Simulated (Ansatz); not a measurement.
# AlBH2Cl radical (SMILES [BH2][Al][Cl]): functionals against CCSD(T) at one geometry

Aim: energy, forces and dipole at a structure displaced at random from a GFN2-xTB minimum, from CCSD(T) and from density functionals.

Program: Ansatz 0.2.0, Gaussian basis. Level of theory: single points in def2-TZVPP. These are calculated values, not measurements.

Correlated methods freeze the cores. Orbitals are unrestricted. B3LYP uses VWN-RPA correlation.

**1. Starting geometry**

SMILES `[BH2][Al][Cl]`, 5 atoms, charge 0, spin multiplicity 2.

Atoms are counted from 1 here; the program's logs count them from 0.

Bond lengths: B1–Al2 1.949 Å, B1–H4 1.208 Å, B1–H5 1.143 Å, Al2–Cl3 1.981 Å. Angles: Al2–B1–H4 118.3°, Al2–B1–H5 124.1°, H4–B1–H5 114.7°, B1–Al2–Cl3 172.6°.

Geometry (Å):

```xyz
5
AlBClH2
B    -0.49260    0.57890   -0.44630
Al    0.58910   -0.69190    0.55990
Cl    1.82240   -2.01590    1.36570
H    -1.60010    0.24130   -0.79100
H    -0.31480    1.70780   -0.45160
```

**2. CCSD(T)/def2-TZVPP**

The input, run/in.yaml:

```yaml
crystal:
  periodic: [false, false, false]
  atoms:
    - {symbol: B, position_ang: [-0.492600, 0.578900, -0.446300]}
    - {symbol: Al, position_ang: [0.589100, -0.691900, 0.559900]}
    - {symbol: Cl, position_ang: [1.822400, -2.015900, 1.365700]}
    - {symbol: H, position_ang: [-1.600100, 0.241300, -0.791000]}
    - {symbol: H, position_ang: [-0.314800, 1.707800, -0.451600]}
basis:
  gaussian: {orbitals: def2-TZVPP}
magnetization: {spin_polarized: true, initial_magnetization: 1}
correlation: {method: ccsd_t}
scf: {omitted_lower_state_checks: [cluster_reference]}
output: {forces: true}
```

The command line of these runs was not kept.

**3. PBE0-D4/def2-TZVPP**

Edit run/in.yaml of step 2 so:

```diff
@@ -11,4 +11,3 @@
 magnetization: {spin_polarized: true, initial_magnetization: 1}
-correlation: {method: ccsd_t}
-scf: {omitted_lower_state_checks: [cluster_reference]}
-output: {forces: true}
+hamiltonian: {xc: pbe0, dispersion: d4}
+output: {forces: true, orbitals: {seedname: orbitals}}
```

**4. wB97M-V/def2-TZVPP**

Edit run/in.yaml of step 3 so:

```diff
@@ -11,3 +11,3 @@
 magnetization: {spin_polarized: true, initial_magnetization: 1}
-hamiltonian: {xc: pbe0, dispersion: d4}
-output: {forces: true, orbitals: {seedname: orbitals}}
+hamiltonian: {xc: {name: wB97M-V}}
+output: {forces: true}
```

**5. r2SCAN-D4/def2-TZVPP**

Edit run/in.yaml of step 4 so:

```diff
@@ -11,3 +11,3 @@
 magnetization: {spin_polarized: true, initial_magnetization: 1}
-hamiltonian: {xc: {name: wB97M-V}}
+hamiltonian: {xc: r2scan, dispersion: d4}
 output: {forces: true}
```

**6. PBE-D4/def2-TZVPP**

Edit run/in.yaml of step 5 so:

```diff
@@ -11,3 +11,3 @@
 magnetization: {spin_polarized: true, initial_magnetization: 1}
-hamiltonian: {xc: r2scan, dispersion: d4}
+hamiltonian: {xc: pbe, dispersion: d4}
 output: {forces: true}
```

**7. revPBE-D4/def2-TZVPP**

Edit run/in.yaml of step 6 so:

```diff
@@ -11,3 +11,3 @@
 magnetization: {spin_polarized: true, initial_magnetization: 1}
-hamiltonian: {xc: pbe, dispersion: d4}
+hamiltonian: {xc: {name: revPBE}, dispersion: d4}
 output: {forces: true}
```

**8. B3LYP-D4/def2-TZVPP**

Edit run/in.yaml of step 7 so:

```diff
@@ -11,3 +11,3 @@
 magnetization: {spin_polarized: true, initial_magnetization: 1}
-hamiltonian: {xc: {name: revPBE}, dispersion: d4}
+hamiltonian: {xc: {name: B3LYP}, dispersion: d4}
 output: {forces: true}
```

(Steps that only read results are left out.)

**Question.** What will these runs give? Wanted: energy less free atoms, CCSD(T)/def2-TZVPP; RMS force component; RMS force error; HOMO and LUMO, PBE0-D4; T1 diagnostic.

**Answer**, as computed:

```
                                  quantity                                                                                              value
energy less free atoms, CCSD(T)/def2-TZVPP                                                                                         -13.619 eV
                       RMS force component                                                               0.885 to 0.989 eV/Å over the methods
                           RMS force error  PBE0-D4 0.076, wB97M-V 0.081, r2SCAN-D4 0.070, PBE-D4 0.105, revPBE-D4 0.125, B3LYP-D4 0.056 eV/Å
                    HOMO and LUMO, PBE0-D4                                                                                 -5.38 and -2.31 eV
                             T1 diagnostic                                                                                              0.018
```

What this shows: Against CCSD(T) the functionals' energies less atoms differ by -0.936 to -0.451 eV, PBE-D4 by -0.802 eV. A larger basis would deepen the CCSD(T) value, while the functionals are nearly converged already, so the order here is not reliable. On forces the order runs from B3LYP-D4 to revPBE-D4. Frozen-core CCSD(T) forces in triple zeta carry basis errors of their own, and this is one geometry, so small gaps rank nothing.
